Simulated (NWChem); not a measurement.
System: CH$_{3}$, doublet; SMILES [CH3]

```xyz
4

C      0.0000     0.0000     0.0000
H     -0.7709    -0.7709     0.0000
H     -0.2822     1.0531     0.0000
H      1.0531    -0.2822     0.0000
```
Atoms are numbered in this order, from 1.

Results from NWChem. Spin-unrestricted. In the optimisation the excess spin sits in a2" (D3h, its own frame). Coordinates come from a PBE0/def2-SVP, spin-unrestricted optimisation. No stability test was run on the SCF state. Level: M06-2X/def2-SVP with SMD (1 M gas to 1 M solution), gas-phase geometry. Reactions with the solvent are ignored.

```csv
solvent,dielectric constant,solvation free energy (kcal/mol),cavity-dispersion-structure term (kcal/mol)
water,78.4,2.9,3.9
diethyl ether,4.24,1.1,1.8
toluene,2.37,1.3,1.8
dimethyl sulfoxide,46.8,2.2,3.1
anisole,4.22,1.5,2.2
cyclohexane,2.02,1.3,1.7
```
